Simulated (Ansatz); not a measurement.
A ladder of methods for BF2 (SMILES F[B]F)

The species is BF2 (3 atoms), meant as a doublet with charge 0. As SMILES, `F[B]F`. The shape is that of a PBE0-D4/def2-TZVP optimisation. The run starts from this shape.

```jsonl
{"atom": "F", "x (Å)": "0.5131", "y (Å)": "-1.0443", "z (Å)": "0.1600"}
{"atom": "B", "x (Å)": "0.2790", "y (Å)": "0.2405", "z (Å)": "0.1813"}
{"atom": "F", "x (Å)": "-0.8029", "y (Å)": "0.7389", "z (Å)": "-0.3546"}
```

Quantity: the adiabatic ionisation energy (to the singlet cation, no zero-point term), in eV. The values are calculated.

```csv
level,kind,program,value (eV),CPU time (all runs)
UHF/STO-3G,Hartree–Fock,Ansatz,5.58,1.2 s
UHF/3-21G,Hartree–Fock,Ansatz,8.86,1.3 s
UHF/6-31G* (Cartesian functions),Hartree–Fock,Ansatz,8.26,2.7 s
UPBE/def2-SVP,GGA,Ansatz,8.54,7.3 s
UB3LYP/6-31G* (Cartesian functions),global hybrid,Ansatz,8.48,9 s
UMP2/6-31G* (Cartesian functions),perturbation theory,Ansatz,8.13,4.9 s
```

The values span 5.58 to 8.86 eV. Without the sets that lack polarisation functions the rows with a basis span only 8.13 to 8.54 eV. CPU times are rough (shared hosts, several kinds of processor): they show what a rung costs within a factor of a few.
